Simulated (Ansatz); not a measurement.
```yaml
crystal:
  periodic: [false, false, false]
  atoms:
    - {symbol: O, position_ang: [-0.098115, 1.844052, 0.285869]}
    - {symbol: C, position_ang: [-0.586175, 0.436517, 0.576674]}
    - {symbol: C, position_ang: [-1.010420, -0.443584, -0.851839]}
    - {symbol: O, position_ang: [-0.024356, -1.399733, -0.941752]}
    - {symbol: C, position_ang: [1.074289, -1.134238, -0.307152]}
    - {symbol: S, position_ang: [0.933521, -0.513548, 1.408469]}
    - {symbol: H, position_ang: [0.390558, 2.273876, 0.976100]}
    - {symbol: H, position_ang: [-1.285224, 0.332965, 1.302415]}
    - {symbol: H, position_ang: [-1.780201, -0.916002, -0.297690]}
    - {symbol: H, position_ang: [-1.320861, 0.364793, -1.414035]}
    - {symbol: H, position_ang: [1.629438, -0.020500, -0.744449]}
    - {symbol: H, position_ang: [1.809439, -1.728775, -0.623983]}
basis:
  gaussian: {orbitals: STO-3G, fitting: {mean_field: def2-universal-jkfit}}
magnetization: {spin_polarized: true, initial_magnetization: 2}
hamiltonian: {xc: {name: rPW86-PBE}}
accuracy: high
relax: {f_tol: 0.0001, max_steps: 2}
output: {forces: true}
```

```sh
$ ansatz run in.yaml --threads 4 --pin off --events-out ev --progress --plain --max-ram 10444MiB
```

Output, abridged:

```
Functional definition: rPW86-PBE
615 factors; integrals over basis functions are off by at most 8.7e-3 eV
mean field evaluation 1: about -17934.6756 eV, gradient 1.3e1 eV
mean field evaluation 2: about -17914.4766 eV, gradient 4.8e1 eV
mean field evaluation 4: about -17935.8722 eV, gradient 3.4e0 eV
mean field evaluation 8: about -17935.9548 eV, gradient 2.8e-1 eV
mean field evaluation 16: about -17935.9554 eV, gradient 3.1e-4 eV
mean field -17935.95543144 eV, -659.1342046781 hartree, gradient 3.1e-8 eV, S^2 2.002703; 3 other end points of the search recorded, 0 dependent functions left out
reference -17935.95544100 eV, -659.1342050297 hartree; 29, 27 occupied and 11, 13 virtual orbitals, 615 factors
relax step   1: F+E_penalty+E_count = -17935.95543144 eV  Δ(F+E_penalty+E_count) = +0.000e0 eV  max|allowed force component| = 8.538e0 eV/Å  Δτ_max = 0.0000 Å  (85 SCF iters, accepted)
615 factors; integrals over basis functions are off by at most 8.7e-3 eV
mean field -17940.53310391 eV, -659.3024310386 hartree, gradient 2.1e-8 eV, S^2 2.002861; 0 other end points of the search recorded, 0 dependent functions left out
reference -17940.53311374 eV, -659.3024314000 hartree; 29, 27 occupied and 11, 13 virtual orbitals, 615 factors
relax step   2: F+E_penalty+E_count = -17940.53310391 eV  Δ(F+E_penalty+E_count) = -4.578e0 eV  max|allowed force component| = 4.177e0 eV/Å  Δτ_max = 0.1968 Å  (46 SCF iters, accepted)
Error: geometry relaxation did not converge after 2 steps: max|allowed force component| = 4.18e0 eV/Å (threshold 1.0e-4). Raise `relax.max_steps` over both its present limit and 2, loosen `relax.f_tol`, or start from a geometry closer to equilibrium. Where this run's directory can be resumed (`checkpoint.write`), a resume goes on for up to `relax.max_steps` more
```

Q: What is wrong with this run?

A: The relaxation is allowed too few steps for its threshold. No converged result was reached.
